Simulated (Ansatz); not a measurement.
A calculation with Ansatz (development build ahead of 0.2.0).

```yaml
crystal:
  periodic: [false, false, false]
  atoms:
    - { symbol: C, position_ang: [0.0, 0.0, -0.54144] }
    - { symbol: O, position_ang: [0.0, 0.0, 0.54144] }
basis:
  gaussian: { orbitals: "6-31G" }
magnetization:
  spin_polarized: true
hamiltonian:
  xc: hf
correlation:
  method: ccsd_t
  frozen_orbitals: { C: 1, O: 1 }
```

The input is written out in the form of the current development build from the run's settings.

Results

```json
{"Converged": "yes", "Reference energy": "-112.66104 hartree", "Correlation energy": "-0.20764 hartree", "Total energy": "-112.86868 hartree"}
```
